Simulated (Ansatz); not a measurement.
We consider 3C-SiC, described by G0W0@HSE06 (hard PAW, contour deformation; Ansatz, a quantum-chemistry and plane-wave program).

The cell has the measured lattice parameters. Conventional cell: a = 4.3580 Å, b = 4.3580 Å, c = 4.3580 Å, α = 90.00°, β = 90.00°, γ = 90.00°.

The quasiparticle gap at Γ at a fixed k mesh 2×2×2:

| response cutoff | value (eV) |
|---|---|
| 200 eV, 244 empty bands | 7.572 |
| 250 eV, 341 empty bands | 7.580 |
| 300 eV, 449 empty bands | 7.585 |
| 400 eV, 691 empty bands | 7.589 |

Question: Taking the value to converge with the response cutoff E as E^(−3/2), extrapolate from the last two rows.

Answer: With y = y∞ + c/w and weights w = 5196 and 8000 for the last two rows, y∞ = (w2 y2 − w1 y1)/(w2 − w1) = (8000 × 7.589 − 5196 × 7.585)/2804 = 7.596 eV, which lies 0.007 beyond the last row. Successive pairs of rows give 7.600, 7.601, 7.596. The limit also hangs on the law assumed, so its last digits aren't firm.

The other settings are not extrapolated, so this is the limit in one setting alone.

The smallest gap on this mesh is 2.09 eV, away from Γ.

Note: GW on a hybrid start was not checked against another program.
